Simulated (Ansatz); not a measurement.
Potassium, bcc: convergence with Methfessel-Paxton smearing

Computed with Ansatz, PBE, scalar-relativistic PAW, on the relaxed cell (a = 5.283 Å; spin not included). Errors count from a run at 420 eV on a Γ-centred 14×14×14 mesh with Fermi-Dirac smearing of 0.1 eV, extrapolated to zero width. Fixed here: cutoff 420 eV, mesh 9×9×9. The SCF starts from atomic densities corrected by a trained network.

```csv
width (eV),E(σ→0) error (meV/atom),F error (meV/atom),P (GPa),SCF iterations
0.01,-2.7,-2.7,-0.01,5
0.03,-2.7,-2.8,-0.01,5
0.1,-2.9,-3.0,-0.01,5
0.2,-3.2,-3.0,-0.01,5
0.3,-3.0,-2.0,-0.01,5
0.6,-0.2,0.4,0.00,6
1.0,0.9,3.1,0.01,5
```
